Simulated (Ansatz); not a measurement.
Input for Ansatz (development build ahead of 0.2.0):

```yaml
crystal:
  periodic: [false, false, false]
  atoms:
    - { symbol: C, position_ang: [0.0, 0.0, 0.0] }
    - { symbol: H, position_ang: [1.82859, 0.0, 1.05574] }
    - { symbol: H, position_ang: [-1.89046, 0.0, 1.09146] }
basis:
  gaussian: { orbitals: "6-31G" }
total_charge: 1
magnetization:
  initial_magnetization: 1
hamiltonian:
  xc: hf
correlation:
  method: fci
  frozen_orbitals: { C: 1, H: 0 }
```

The input is written out in the form of the current development build from the run's settings.

Output:

| Item | Value |
| --- | --- |
| Converged | yes |
| Total energy | -38.38372 hartree |
| State | lowest doublet root, of any spatial symmetry |
